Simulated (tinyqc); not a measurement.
UHF in the sto-6g basis, for LiH, spin multiplicity 1, step by step. One step of it, computed by the program tinyqc.

Problem. Iteration 3: building the Fock matrix. J_ij = sum D_kl (ij|kl) with D = D(alpha) + D(beta), K_ij = sum D_kl (ik|jl) for each spin; F = H + J - K(s); E = tr D H + tr D J / 2 - 0.5 sum_s tr D(s) K(s) + E_nn.

D(alpha) after iteration 2, lower triangle:
```
            1Li 1s    1Li 2s   1Li 2px   1Li 2py   1Li 2pz     2H 1s
1Li 1s    1.006796
1Li 2s   -0.038391  0.213425
1Li 2px   0.000000  0.000000  0.000000
1Li 2py   0.000000  0.000000  0.000000  0.000000
1Li 2pz  -0.050650  0.152548  0.000000  0.000000  0.109595
2H 1s    -0.085723  0.270348  0.000000  0.000000  0.194224  0.347141
```

D(beta) after iteration 2, lower triangle:
```
            1Li 1s    1Li 2s   1Li 2px   1Li 2py   1Li 2pz     2H 1s
1Li 1s    0.995309
1Li 2s   -0.000588  0.091441
1Li 2px   0.000000  0.000000  0.000000
1Li 2py   0.000000  0.000000  0.000000  0.000000
1Li 2pz  -0.046590  0.123123  0.000000  0.000000  0.219048
2H 1s    -0.057695  0.165174  0.000000  0.000000  0.274000  0.348635
```

core Hamiltonian H = T + V (hartree), lower triangle:
```
            1Li 1s     1Li 2s    1Li 2px    1Li 2py    1Li 2pz      2H 1s
1Li 1s   -4.728185
1Li 2s   -1.004567  -1.352418
1Li 2px   0.000000   0.000000  -1.111612
1Li 2py   0.000000   0.000000   0.000000  -1.111612
1Li 2pz  -0.012003  -0.104328   0.000000   0.000000  -1.193417
2H 1s    -0.154067  -0.522511   0.000000   0.000000  -0.679372  -1.303786
```

Two-electron integrals (ij|kl) in chemists' order, unique and non-zero (hartree):
```
(11|11) 1.681247   (21|11) 0.242603   (21|21) 0.044507   (22|11) 0.397190
(22|21) 0.090279   (22|22) 0.290625   (31|31) 0.009437   (32|31) 0.014261
(32|32) 0.064236   (33|11) 0.397190   (33|21) 0.090279   (33|22) 0.290625
(33|33) 0.313125   (41|41) 0.009437   (42|41) 0.014261   (42|42) 0.064236
(43|43) 0.016875   (44|11) 0.397190   (44|21) 0.090279   (44|22) 0.290625
(44|33) 0.279374   (44|44) 0.313125   (51|51) 0.009437   (52|51) 0.014261
(52|52) 0.064236   (53|53) 0.016875   (54|54) 0.016875   (55|11) 0.397190
(55|21) 0.090279   (55|22) 0.290625   (55|33) 0.279374   (55|44) 0.279374
(55|55) 0.313125   (61|11) 0.035991   (61|21) 0.006485   (61|22) 0.013364
(61|33) 0.013174   (61|44) 0.013174   (61|51) 0.000870   (61|52) 0.001790
(61|55) 0.013744   (61|61) 0.001048   (62|11) 0.108449   (62|21) 0.025097
(62|22) 0.088335   (62|33) 0.083518   (62|44) 0.083518   (62|51) 0.004221
(62|52) 0.026873   (62|55) 0.097970   (62|61) 0.004471   (62|62) 0.047926
(63|31) 0.001861   (63|32) 0.009113   (63|53) 0.003841   (63|63) 0.002962
(64|41) 0.001861   (64|42) 0.009113   (64|54) 0.003841   (64|64) 0.002962
(65|11) 0.139938   (65|21) 0.032661   (65|22) 0.118488   (65|33) 0.110374
(65|44) 0.110374   (65|51) 0.006567   (65|52) 0.041561   (65|55) 0.134714
(65|61) 0.006039   (65|62) 0.070065   (65|65) 0.103487   (66|11) 0.277491
(66|21) 0.065282   (66|22) 0.252817   (66|33) 0.230859   (66|44) 0.230859
(66|51) 0.011729   (66|52) 0.094294   (66|55) 0.296733   (66|61) 0.012148
(66|62) 0.176372   (66|65) 0.266419   (66|66) 0.774999
```

nuclear repulsion = 0.83334994 hartree

Give: Coulomb J; exchange K(alpha); exchange K(beta); F(alpha); F(beta); total energy of this density.

Solution.

Coulomb J (hartree), lower triangle:
```
         1Li 1s  1Li 2s  1Li 2px  1Li 2py  1Li 2pz   2H 1s
1Li 1s   4.0070
1Li 2s   0.6354  1.3323
1Li 2px  0.0000  0.0000   1.3015
1Li 2py  0.0000  0.0000   0.0000   1.3015
1Li 2pz  0.0238  0.1601   0.0000   0.0000   1.3937
2H 1s    0.0987  0.5171   0.0000   0.0000   0.7212  1.7136
```

exchange K(alpha) (hartree), lower triangle:
```
          1Li 1s  1Li 2s  1Li 2px  1Li 2py  1Li 2pz   2H 1s
1Li 1s    1.6826
1Li 2s    0.2514  0.1775
1Li 2px   0.0000  0.0000   0.0311
1Li 2py   0.0000  0.0000   0.0000   0.0311
1Li 2pz  -0.0014  0.1364   0.0000   0.0000   0.1660
2H 1s     0.0390  0.2174   0.0000   0.0000   0.2545  0.5089
```

exchange K(beta) (hartree), lower triangle:
```
          1Li 1s  1Li 2s  1Li 2px  1Li 2py  1Li 2pz   2H 1s
1Li 1s    1.6780
1Li 2s    0.2555  0.1426
1Li 2px   0.0000  0.0000   0.0249
1Li 2py   0.0000  0.0000   0.0000   0.0249
1Li 2pz  -0.0008  0.1234   0.0000   0.0000   0.2067
2H 1s     0.0420  0.1921   0.0000   0.0000   0.2777  0.5178
```

F(alpha) (hartree), lower triangle:
```
          1Li 1s   1Li 2s  1Li 2px  1Li 2py  1Li 2pz    2H 1s
1Li 1s   -2.4038
1Li 2s   -0.6205  -0.1976
1Li 2px   0.0000   0.0000   0.1588
1Li 2py   0.0000   0.0000   0.0000   0.1588
1Li 2pz   0.0131  -0.0807   0.0000   0.0000   0.0342
2H 1s    -0.0944  -0.2228   0.0000   0.0000  -0.2127  -0.0990
```

F(beta) (hartree), lower triangle:
```
          1Li 1s   1Li 2s  1Li 2px  1Li 2py  1Li 2pz    2H 1s
1Li 1s   -2.3992
1Li 2s   -0.6246  -0.1627
1Li 2px   0.0000   0.0000   0.1651
1Li 2py   0.0000   0.0000   0.0000   0.1651
1Li 2pz   0.0126  -0.0676   0.0000   0.0000  -0.0064
2H 1s    -0.0974  -0.1975   0.0000   0.0000  -0.2359  -0.1080
```

total energy of this density = -7.917826 hartree

This density is a damped mixture and is not idempotent.
